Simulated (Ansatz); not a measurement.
Species: CH₃S, net charge 0, doublet state. It need not be the lowest isomer of its formula. 
Coordinates optimised at B3LYP-D3(BJ)/def2-TZVP (Ansatz, a first-principles code):
```xyz
5

C     -0.0139     1.1056     0.0124
S      0.0013    -0.6916    -0.0079
H      1.0336     1.4242     0.0401
H     -0.5062     1.4939     0.9033
H     -0.4650     1.5146    -0.8909
```
Charge 0, spin multiplicity 2.

Basis-set convergence of Hartree-Fock and CCSD correlation energies (hartree) with Ansatz. Correlated levels leave the core frozen unless marked. UHF or UKS for open shells. Spin-orbit coupling is left out. Non-relativistic.

| basis | functions | E(HF) | E(corr, CCSD) |
|---|---|---|---|
| aug-cc-pV(D+d)Z | 82 | -437.13031 | -0.30588 |
| aug-cc-pV(T+d)Z | 170 | ? | ? |

### Question
What belongs in the gaps?

### Answer

- aug-cc-pV(T+d)Z, E(HF): -437.15467
- aug-cc-pV(T+d)Z, E(corr, CCSD): -0.36595
